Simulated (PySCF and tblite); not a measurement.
The numbers below are computed, except where a source is named.
Oxazole, C₃H₃NO, numbered as in [cH:1]1[cH:2][o:3][cH:4][n:5]1.

GFN2-xTB molecular dynamics (tblite; Langevin, friction 0.005 fs⁻¹, 1.5 fs steps, hydrogen mass 4 u): 400 + 8000 steps at each temperature, started from the lowest conformer, nuclei classical.

GIAO shieldings at PBE0/pcSseg-1 (PySCF) on 20 frames a temperature; like atoms are averaged, and of two unlike H on one atom a is the less shielded at the minimum.

Question: How far do thermal motions move the shieldings from their values at the minimum?

Answer: 
| signal | σ at minimum (ppm) | Δσ, 220 K | Δσ, 350 K | Δσ, 500 K |
| --- | --- | --- | --- | --- |
| C1 | 51.7 | -0.7 ± 1.0 | -2.3 ± 1.3 | -0.8 ± 1.4 |
| C2 | 42.8 | -1.3 ± 1.1 | -3.3 ± 1.4 | -4.3 ± 1.7 |
| O3 | 12.6 | -3.6 ± 3.5 | -8.5 ± 3.5 | -8.7 ± 5.1 |
| C4 | 31.3 | 0.1 ± 0.9 | -2.8 ± 0.9 | 0.1 ± 1.4 |
| N5 | -32.7 | -0.2 ± 2.5 | -4.9 ± 2.8 | 0.7 ± 3.8 |
| H1 | 24.21 | -0.21 ± 0.09 | -0.17 ± 0.11 | -0.17 ± 0.13 |
| H2 | 23.93 | -0.21 ± 0.09 | -0.17 ± 0.12 | -0.20 ± 0.14 |
| H4 | 23.89 | -0.04 ± 0.11 | -0.20 ± 0.10 | -0.46 ± 0.20 |

Errors are standard errors over frames. Zero-point motion is missing, and a reference compound would move too.

Question: What do the single frames at 500 K give for C1?

Answer: 
```
t (fs)  V above the minimum, tight binding (kcal/mol)  E above it, DFT (kcal/mol)  torsions (°)  σ (ppm)
   900                                           13.0                        15.8          none     52.5
  1500                                            4.4                         4.3          none     42.7
  2100                                           12.3                        11.1          none     47.9
  2700                                            8.2                         7.7          none     58.0
  3300                                           10.9                        11.2          none     54.3
  3900                                           12.3                        15.0          none     49.1
  4500                                            5.7                         6.2          none     52.9
  5100                                           14.8                        14.1          none     46.3
  5700                                           13.0                        13.4          none     46.4
  6300                                            3.9                         5.2          none     56.4
  6900                                            5.1                         4.4          none     54.0
  7500                                            8.6                        11.0          none     41.8
  8100                                           11.3                        11.6          none     50.7
  8700                                            4.1                         4.1          none     52.9
  9300                                           10.4                        11.4          none     44.7
  9900                                           12.5                        14.5          none     53.7
 10500                                            6.5                         8.0          none     41.7
 11100                                           12.3                        13.4          none     66.0
 11700                                            8.0                        10.2          none     55.5
 12300                                            4.5                         4.3          none     51.2
```

Changes within two standard errors are not significant.

The study took 4.4 min on 1 thread of Intel Xeon 6985P-C @ 2.30GHz (shared host) (rough), peak memory 0.49 GiB, launched as `OMP_NUM_THREADS=1 python ens_run.py task.json out`.
